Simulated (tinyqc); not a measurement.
Worked calculation (part 3 of 3): UKS/PBE0 in the sto-3g basis, for H2O+, spin multiplicity 2. Computed by tinyqc, a small Python program that keeps every step (integrals from PySCF). Command: `OMP_NUM_THREADS=1 python tinyqc.py 22634 22635 out.jsonl` (the two numbers bound the seeds that draw the settings). One thread of a shared host (Intel(R) Xeon(R) Processor @ 2.60GHz), about 5 s of CPU time with the checks.

Geometry (angstrom):
```
atom         x          y         z
O     0.000000   0.000000  0.000000
H     0.000000   1.130000  0.791000
H     0.000000  -1.176000  0.824000
```

## Convergence

Stop when the energy changes by less than 1e-10 hartree and every element of the error matrix X^T (F D S - S D F) X (for each spin) is below 3e-06.

Course of the cycle:
```
iteration   E (hartree)     change  largest element of the error matrix
1          -74.46083299          -                             1.74e-01
2          -74.06572576   3.95e-01                             3.36e-01
3          -74.37457636  -3.09e-01                             1.94e-01
4          -73.71987317   6.55e-01                             3.89e-01
5          -74.30942522  -5.90e-01                             1.94e-01
6          -73.66052882   6.49e-01                             3.96e-01
7          -74.30047093  -6.40e-01                             1.94e-01
8          -73.65419155   6.46e-01                             3.96e-01
9          -74.29954422  -6.45e-01                             1.94e-01
10         -73.65355657   6.46e-01                             3.96e-01
11         -74.29945167  -6.46e-01                             1.94e-01
12         -73.65349335   6.46e-01                             3.96e-01
13         -74.29944246  -6.46e-01                             1.94e-01
14         -73.65348706   6.46e-01                             3.96e-01
...                 ...        ...                                  ...
72         -73.65348636   6.46e-01                             3.96e-01
73         -74.29944144  -6.46e-01                             1.94e-01
74         -73.65348636   6.46e-01                             3.96e-01
75         -74.29944144  -6.46e-01                             1.94e-01
76         -73.65348636   6.46e-01                             3.96e-01
77         -74.29944144  -6.46e-01                             1.94e-01
78         -73.65348636   6.46e-01                             3.96e-01
79         -74.29944144  -6.46e-01                             1.94e-01
80         -73.65348636   6.46e-01                             3.96e-01
81         -74.29944144  -6.46e-01                             1.94e-01
82         -73.65348636   6.46e-01                             3.96e-01
83         -74.29944144  -6.46e-01                             1.94e-01
84         -73.65348636   6.46e-01                             3.96e-01
85         -74.29944144  -6.46e-01                             1.94e-01
```

PySCF UKS in the same basis, fine grid, after a stability check = -74.81187277 hartree

Not converged within the cap of 85 iterations: the residual has stopped falling: the iteration swings between two states. Reruns (cap 100 unless said): DIIS 8: converged in 12; damping 0.5: converged in 60; level shift 0.5: converged in 65; atomic densities as start, DIIS 8: converged in 13; the original settings with a cap of 400: not converged.
